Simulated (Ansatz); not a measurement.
Input file:

```yaml
crystal:
  periodic: [false, false, false]
  atoms:
    - {symbol: B, position_ang: [0.000000, 0.000000, 0.000000]}
    - {symbol: P, position_ang: [0.000000, 0.000000, 2.956000]}
basis:
  gaussian: {orbitals: cc-pVDZ}
total_charge: 1
magnetization: {spin_polarized: false, initial_magnetization: 3}
correlation: {method: fic_mrcisd_q, electrons: outside_noble_gas, active_space: {window: {electrons: 7, orbitals: 8}, shells: [{species: B, l: s, shell: 2}, {species: B, l: p, shell: 2}, {species: P, l: s, shell: 3}, {species: P, l: p, shell: 3}]}}
```

```sh
$ ansatz run in.yaml --threads 1 --pin off --events-out ev --progress --plain --max-ram 2393MiB
```

(1) Roughly how long does this take on 1 thread of Intel Xeon, shared host, and how much host memory?

```
570 factors; integrals over basis functions are off by at most 1.9e-7 eV
mean field evaluation 1: about -9930.4136 eV, gradient 7.8e0 eV
mean field evaluation 2: about -9930.4385 eV, gradient 7.7e0 eV
mean field evaluation 4: about -9931.0524 eV, gradient 1.5e0 eV
mean field evaluation 8: about -9931.0808 eV, gradient 1.7e-1 eV
mean field evaluation 16: about -9931.0819 eV, gradient 1.3e-6 eV
mean field -9931.08191949 eV, -364.9605290123 hartree, gradient 2.5e-6 eV, S^2 3.750000; 0 other end points of the search recorded, 0 dependent functions left out
reference -9931.08191949 eV, -364.9605290123 hartree; 11, 8 occupied and 21, 24 virtual orbitals, 570 factors
state -9932.67044526 eV, -365.0189062575 hartree
contracted CI cycle   1: correlation 0.00000000 eV, 0.0000000000 hartree, residual 9.94e0 eV
contracted CI cycle   2: correlation -2.31414526 eV, -0.0850432697 hartree, residual 1.66e0 eV
contracted CI cycle   3: correlation -2.36988834 eV, -0.0870917902 hartree, residual 2.58e-1 eV
contracted CI cycle   4: correlation -2.37134798 eV, -0.0871454309 hartree, residual 5.08e-2 eV
contracted CI cycle   5: correlation -2.37140413 eV, -0.0871474945 hartree, residual 1.11e-2 eV
contracted CI cycle   6: correlation -2.37140687 eV, -0.0871475950 hartree, residual 2.26e-3 eV
contracted CI cycle   7: correlation -2.37140697 eV, -0.0871475987 hartree, residual 5.49e-4 eV
state -9932.67044526 eV, -365.0189062575 hartree; corrected -9935.18559761 eV, -365.1113364013 hartree
Total energy: -9935.18559761 eV, -365.1113364013 hartree
Checks for a lower state left out: starts, orbital_swaps
```

For the same geometry and basis full CI lies 32.2 meV higher.

Answers

(1) 2.3 s wall and 0.21 GiB.
